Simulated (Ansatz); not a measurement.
Species: C4H5, charge 0, multiplicity 2. It need not be the lowest isomer of its formula. 
Structure (B3LYP-D3(BJ)/def2-TZVP (Ansatz, a program for electronic structure) minimum search):
```xyz
9

C     -0.0030    -0.1564     2.0674
C     -0.0010    -0.0559     0.7061
C      0.0008     0.0323    -0.5132
C      0.0029     0.1519    -1.9587
H     -0.9312    -0.2049     2.6212
H      0.9235    -0.1905     2.6250
H     -0.0047     1.2023    -2.2661
H      0.8918    -0.3120    -2.3930
H     -0.8770    -0.3258    -2.3966
```
Charge 0, spin multiplicity 2.

Parts of the frozen-core correlation energy in cc-pVDZ (Ansatz, hartree). Frozen orbitals: 4; correlated occupied orbitals by spin: 11 and 10; virtual: 66 and 67. Open shells are spin-unrestricted. No spin-orbit coupling. No relativistic terms.

```tsv
term	value
reference (HF)	-154.30739
MP2 opposite-spin	-0.36858
MP2 same-spin	-0.12082
CCSD correlation	-0.54237
(T)	-0.01973
T1 diagnostic	0.028
largest doubles amplitude	0.067
<S^2> of the reference	0.941
```
